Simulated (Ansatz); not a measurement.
C3H3F2N can be A, `FCC1=C(F)N1`, or B, `FCC1(F)C=N1`.

Computed with Ansatz on PBE0-D4/def2-TZVP structures; ΔE is electronic, products minus reactants. CCSD(T)/CBS is the MP2 limit (def2-TZVPP, def2-QZVPP) plus CCSD(T) − MP2 in def2-TZVPP, frozen cores. DFT in def2-TZVPP. B3LYP here is the variant with VWN-RPA as its local correlation; programs differ in this. One conformer a species, not always the lowest.

Which isomer does CCSD(T)/CBS put lower? Give the gap. (An estimate is asked.)

The calculation gave: B, by 42.5 kcal/mol.

Give E(B) − E(A) in kcal/mol with ωB97M-V, B3LYP, r2SCAN-D4, PBE-D4, PBE0-D4, B3LYP-D4, MP2/def2-TZVPP. (Best estimate.)

The calculation gave: ωB97M-V -42.5, B3LYP -39.2, r2SCAN-D4 -39.9, PBE-D4 -36.4, PBE0-D4 -39.9, B3LYP-D4 -39.5, MP2/def2-TZVPP -42.4. None reverses the order clearly.

Largest T1 diagnostic: 0.013.

From PBE to PBE0 (25 % exact exchange), in def2-TZVPP and without D4, E(B) − E(A) moves by −3.5 kcal/mol. In def2-TZVPP, CCSD(T) changes the Hartree–Fock value by +5.6 kcal/mol (the triples alone add +1.3 kcal/mol) and MP2 by +5.8 kcal/mol.
